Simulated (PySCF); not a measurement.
**Functional benchmark on one molecule**

Molecule: `InChI=1S/H3P/h1H3/p+1`.

Molfile (atoms numbered from 1):
```
H4P
     RDKit          3D

  5  4  0  0  0  0  0  0  0  0999 V2000
   -0.0227    0.0150   -0.0201 P   0  0  0  0  0  0  0  0  0  0  0  0
   -0.7917   -0.8582   -0.8145 H   0  0  0  0  0  0  0  0  0  0  0  0
    0.2973   -0.6169    1.1977 H   0  0  0  0  0  0  0  0  0  0  0  0
   -0.7609    1.1867    0.2390 H   0  0  0  0  0  0  0  0  0  0  0  0
    1.1638    0.3487   -0.7024 H   0  0  0  0  0  0  0  0  0  0  0  0
  1  2  1  0
  1  3  1  0
  1  4  1  0
  1  5  1  0
M  CHG  1   1   1
M  END
```

Geometry PBE0-D3(BJ)/def2-SVP throughout; GIAO in PySCF, gas phase, one conformer, non-relativistic; equivalent atoms averaged; basis pcSseg-2.

Reference values (measured; solution, CH3OH; B. Maryasin, H. Zipse, Phys. Chem. Chem. Phys. 13 (2011) 5150): δ(P1) = -105.0 ppm vs 85 % H3PO4. Computed shifts are taken against H3PO4, calculated as an isolated molecule at each level.

How do the functionals WP04, B97-2, BHandHLYP, CAM-B3LYP, wB97X-D, LC-wPBE perform against the reference? Times are CPU seconds on 1 thread of an Intel Xeon Platinum 8488C, shared host.

Results:


```tsv
functional	kind	P1	abs. error P	core-s
WP04	global hybrid	-101.4	3.6	2.1
B97-2	global hybrid	-131.0	26.0	2
BHandHLYP	global hybrid	-127.8	22.8	2
CAM-B3LYP	range-separated hybrid	-140.5	35.5	2.5
wB97X-D	range-separated hybrid	-138.7	33.7	2.5
LC-wPBE	range-separated hybrid	-148.0	43.0	3.3
```

For $^{31}$P the closest is WP04 (3.6 ppm) and the furthest LC-wPBE (43.0 ppm). One molecule is a small sample, and vibrational and solvent effects are absent from the calculation.
